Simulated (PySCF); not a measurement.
Identify the compound

Molecular formula: C$_{4}$H$_{2}$. Simulated spectra:

1H NMR (400 MHz, computed): δ 1.11 (s, 2H).

13C{1H} NMR (computed): δ 72.7 (C), 65.0 (CH).

Computed data (PySCF): couplings computed with B3LYP/pcJ-1, PBE0-D3(BJ)/def2-SVP geometry, GIAO PBE/pcSseg-2 shieldings. Non-relativistic Hamiltonian, isolated molecule, averaged over atoms made equivalent by symmetry, fast rotation or ring inversion, a single conformation.

Shifts are taken against calculated references (same method and geometry level): 1H (σ = 31.18 ppm) and 13C (σ = 179.39 ppm) vs TMS.

Q: Deduce the structure.

A: 
1. The formula gives 4 degrees of unsaturation (no ring in the answer).
2. 2 carbon signals for 4 carbons: some carbons are equivalent by symmetry or fast rotation.
3. Carbon types of the structure: 2 × C, 2 × CH, which accounts for all hydrogens.
4. δC 72.7: alkyne carbon; sp carbons lie upfield of alkene carbons because the cylindrical π system leaves one tensor component strongly shielded.
5. δC 65.0: terminal alkyne carbon; sp carbons lie upfield of alkene carbons because the cylindrical π system leaves one tensor component strongly shielded.
6. δH 1.11: hydrogen on a terminal alkyne carbon; it lies on the axis of the triple bond, in its shielding cone.

The compound is Diacetylene (C#CC#C).

Shifts are as computed, not scaled to solution data. Of 1211 compounds with measured shifts, 218 miss one by over three times the rms of a fit or turn the order of signals round; such compounds aren't used in these exercises.
